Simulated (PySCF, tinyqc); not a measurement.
Inside a calculation. Method: RHF in the sto-3g basis, for BH, spin multiplicity 1. This run ends on a higher stationary point, not on the lowest solution. The lowest restricted solution is unstable here: a spin-polarised one lies 0.0121 hartree lower (PySCF). Computed by tinyqc, a small Python program that keeps every step (integrals from PySCF). Settings: charge = 0, multiplicity = 1, basis = sto-3g, energy threshold = 1e-10, iteration cap = 90, orthogonalisation = canonical, start = highest core orbitals, DIIS depth = 0, shift = 0.5, method = RHF. Command: `OMP_NUM_THREADS=1 python tinyqc.py 28953 28954 out.jsonl` (the two numbers bound the seeds that draw the settings). One thread of a shared host (Intel(R) Xeon(R) Processor @ 2.60GHz), about 0.06 s of CPU time with the checks.

Geometry (angstrom):
```
atom         x         y         z
B     0.000000  0.000000  0.000000
H     0.000000  0.000000  1.166000
```

Stop when the energy changes by less than 1e-10 hartree and every element of the error matrix X^T (F D S - S D F) X is below 3e-06.

Course of the cycle:
```
iteration   E (hartree)     change  largest element of the error matrix
1           -7.26185213          -                             2.30e-01
2          -23.41405447  -1.62e+01                             4.67e-01
3          -23.55663441  -1.43e-01                             1.91e-01
4          -23.74274641  -1.86e-01                             1.89e-01
5          -23.92546835  -1.83e-01                             1.91e-01
6          -24.08456366  -1.59e-01                             2.13e-01
7          -24.21118526  -1.27e-01                             1.74e-01
8          -24.30207644  -9.09e-02                             1.54e-01
9          -24.36518177  -6.31e-02                             1.39e-01
10         -24.40780245  -4.26e-02                             1.18e-01
11         -24.43497130  -2.72e-02                             9.48e-02
12         -24.45095008  -1.60e-02                             7.20e-02
13         -24.45959617  -8.65e-03                             5.22e-02
14         -24.46394819  -4.35e-03                             3.66e-02
...                 ...        ...                                  ...
23         -24.46770148  -2.52e-06                             8.51e-04
24         -24.46770254  -1.06e-06                             5.51e-04
25         -24.46770298  -4.44e-07                             3.57e-04
26         -24.46770317  -1.86e-07                             2.31e-04
27         -24.46770325  -7.81e-08                             1.50e-04
28         -24.46770328  -3.28e-08                             9.70e-05
29         -24.46770329  -1.37e-08                             6.28e-05
30         -24.46770330  -5.76e-09                             4.07e-05
31         -24.46770330  -2.41e-09                             2.63e-05
32         -24.46770330  -1.01e-09                             1.70e-05
33         -24.46770330  -4.24e-10                             1.10e-05
34         -24.46770330  -1.78e-10                             7.15e-06
35         -24.46770330  -7.45e-11                             4.63e-06
36         -24.46770330  -3.12e-11                             2.99e-06
```

Can the last value be used, and what does the course show?

No, though the log alone does not show it. Converged in 36 iterations. But the solution lies 0.28404 hartree above the reference: it is another stationary point, not the lowest restricted one. Reruns (cap 100 unless said): DIIS 8: converged in 18; damping 0.5: converged in 67 to a higher stationary point; atomic densities as start, DIIS 8: converged in 7. PySCF RHF in the same basis = -24.75174337 hartree.
